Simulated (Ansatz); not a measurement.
```yaml
crystal:
  periodic: [false, false, false]
  atoms:
    - {symbol: C, position_ang: [-0.379049, -0.731407, -0.615729]}
    - {symbol: C, position_ang: [-0.177122, -0.087644, 0.208544]}
    - {symbol: C, position_ang: [0.827797, -0.199889, 0.525154]}
    - {symbol: F, position_ang: [0.847315, 0.317444, 1.139388]}
    - {symbol: C, position_ang: [-0.341074, 0.792044, -0.013244]}
    - {symbol: F, position_ang: [0.109054, 1.223646, -0.664619]}
    - {symbol: H, position_ang: [-0.952002, -0.676192, -0.830218]}
    - {symbol: H, position_ang: [-0.207473, -1.253077, -0.436391]}
    - {symbol: H, position_ang: [0.054385, -0.548193, -1.044052]}
    - {symbol: H, position_ang: [-0.538426, -0.240829, 0.799527]}
    - {symbol: H, position_ang: [1.313478, 0.040448, -0.012913]}
    - {symbol: H, position_ang: [0.981800, -0.799472, 0.587436]}
    - {symbol: H, position_ang: [-0.197446, 1.182508, 0.575651]}
    - {symbol: H, position_ang: [-0.974567, 0.862713, -0.199191]}
basis:
  gaussian: {orbitals: def2-TZVP}
hamiltonian: {xc: {name: B3LYP5}}
output: {forces: true}
```

```sh
$ ansatz run in.yaml --threads 4 --pin off --events-out ev --progress --plain --max-ram 11315MiB
```

It prints (some lines left out):

```
Functional definition: B3LYP5
1384 factors; their error is unknown
mean field evaluation 1: about -9503.6054 eV, gradient 1.9e2 eV
mean field evaluation 2: about -9257.8715 eV, gradient 3.8e2 eV
mean field evaluation 4: about -9558.4645 eV, gradient 1.7e1 eV
mean field evaluation 8: about -9558.8465 eV, gradient 4.1e-1 eV
mean field evaluation 16: about -9558.8616 eV, gradient 2.1e-4 eV
mean field -9558.86156989 eV, -351.2816834644 hartree, gradient 1.9e-5 eV, S^2 0.000000; 0 other end points of the search recorded, 0 dependent functions left out
reference -9558.86177797 eV, -351.2816911112 hartree; 25, 25 occupied and 209, 209 virtual orbitals, 1384 factors
Total energy: -9558.86177797 eV, -351.2816911112 hartree
Atom 0 at    -0.379049    -0.731407    -0.615729 Å, force    -9.712866    30.281340     5.874970 eV/Å
Atom 1 at    -0.177122    -0.087644     0.208544 Å, force    -3.084075   -59.012877    -0.598679 eV/Å
Atom 2 at     0.827797    -0.199889     0.525154 Å, force     0.488146   -46.151565   -96.549688 eV/Å
Atom 3 at     0.847315     0.317444     1.139388 Å, force    22.739613   111.293552   148.885787 eV/Å
Atom 4 at    -0.341074     0.792044    -0.013244 Å, force   -24.421011    29.075311    28.052732 eV/Å
Atom 5 at     0.109054     1.223646    -0.664619 Å, force    53.999223    49.842460   -77.692184 eV/Å
Atom 6 at    -0.952002    -0.676192    -0.830218 Å, force   -71.745177     5.219330   -27.677106 eV/Å
Atom 7 at    -0.207473    -1.253077    -0.436391 Å, force    26.447722   -89.130847    27.738860 eV/Å
Atom 8 at     0.054385    -0.548193    -1.044052 Å, force    43.742738    17.519250   -47.153349 eV/Å
Atom 9 at    -0.538426    -0.240829     0.799527 Å, force   -22.879726   -10.505441    34.300267 eV/Å
Atom 10 at     1.313478     0.040448    -0.012913 Å, force    20.828035     6.662190   -25.721438 eV/Å
Atom 11 at     0.981800    -0.799472     0.587436 Å, force    19.125508   -73.970856     7.719197 eV/Å
Atom 12 at    -0.197446     1.182508     0.575651 Å, force     2.490010    22.996258    34.448329 eV/Å
Atom 13 at    -0.974567     0.862713    -0.199191 Å, force   -58.018139     5.881896   -11.627697 eV/Å
Dipole moment:    -0.006728    -0.081468     0.178278 e Å
```

(1) What is wrong with this run?

## Answers

(1) The geometry is squeezed to about two thirds of its size. The calculation finished and met its thresholds. The result belongs to that input, not to the molecule as meant.

B3LYP here is the variant with VWN-RPA as its local correlation; programs differ in this.
